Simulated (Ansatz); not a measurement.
Reaction: Si2H6 (silylsilane, SMILES [SiH3][SiH3]) → 2 SiH3 (SMILES [SiH3], doublet) (the Si-Si bond breaks)
Each species at its own B3LYP-D3(BJ)/def2-TZVP minimum (Ansatz, a quantum-chemistry and plane-wave program).

Quantity: bond dissociation energy (electronic), in kcal/mol. Open shells are spin-unrestricted; no spin-orbit coupling. CBS(X,Y): correlation extrapolated as X^-3, Hartree-Fock from the larger set (Q,5: extrapolated as (X+1)exp(-9√X)). A bracket is a step between two methods taken in the basis named. The functionals are non-relativistic, so their misses hold any scalar relativity. 'core' is core correlation in cc-pwCVTZ (1s frozen past Ne), 'X2C' scalar relativity in cc-pVTZ-DK, both at CCSD(T).

CCSD(T)/CBS(cc-pV(Q+d)Z,cc-pV(5+d)Z) + [CCSDT(Q) - CCSD(T)]/cc-pV(D+d)Z + core + X2C (Ansatz) gives 79.9 kcal/mol.

Q: What does PBE/def2-TZVPD (Ansatz) give here, and how do the other levels compare?

A: PBE gives 75.3 kcal/mol, 4.6 kcal/mol below it. Differences of the others: r2SCAN/def2-TZVPD (Ansatz) -6.6; wB97M-V/def2-TZVPD (Ansatz) 0.2; CCSD(T)/CBS(cc-pV(Q+d)Z,cc-pV(5+d)Z) + core + X2C (Ansatz) -0.1 kcal/mol. Nearer than PBE: wB97M-V/def2-TZVPD, CCSD(T)/CBS(cc-pV(Q+d)Z,cc-pV(5+d)Z) + core + X2C.
